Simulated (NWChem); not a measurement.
System: carbon disulfide (CS2); SMILES S=C=S

Program: NWChem. Pople sets run with spherical d functions. Structure relaxed at the B3LYP/6-31G* (spherical d) level. Vertical excitations in the gas phase.

### Question
Predict the results for PBE/6-31+G*, full TDDFT. Quantities: lowest excitation, singlet (eV); oscillator strength of that lowest state; lowest state with f > 0.02, singlet (eV); lowest triplet (eV); orbital gap (eV).

### Answer
| Property | Value |
|---|---|
| lowest excitation, singlet (eV) | 4.02 |
| oscillator strength of that lowest state | 0.000 |
| lowest state with f > 0.02, singlet (eV) | 6.55 |
| lowest triplet (eV) | 3.32 |
| orbital gap (eV) | 4.02 |
